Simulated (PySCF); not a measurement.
# Mass spectrum arithmetic for Na2

Species: `[Na][Na]`.

Calculated from isotope tables alone.

(1) Find the molar and monoisotopic masses of Na2.

(2) What cluster does the molecular ion M+• show when like nominal masses merge?

(3) Protons, neutrons, electrons, and exact less nominal mass of the monoisotopic species?

(4) Which m/z would the protonated and sodiated molecule have?

(5) What share of all molecules is the monoisotopic species?

(6) Elemental analysis, calculated?

Answers

(1) For Na2, with standard atomic weights, 2 × 22.990 = 45.980 g/mol. From the most abundant isotopes (23Na), 2 × 22.989769 = 45.9795 u.

(2) 
| nominal mass | m/z (centroid) | relative intensity |
| --- | --- | --- |
| 46 | 45.9790 | 100.0 |

Cut off at 0.1 %. One electron mass, 0.00055 u, is taken off.

(3) 22 protons, 24 neutrons and 22 electrons; 45.9795 − 46 = -0.0205 u.

(4) [M+H]+ 46.9868, [M+Na]+ 68.9688, for the monoisotopic species (arithmetic only; whether such ions form is another matter).

(5) 1^2 = 100.00 %.

(6) Na 100.00 %.
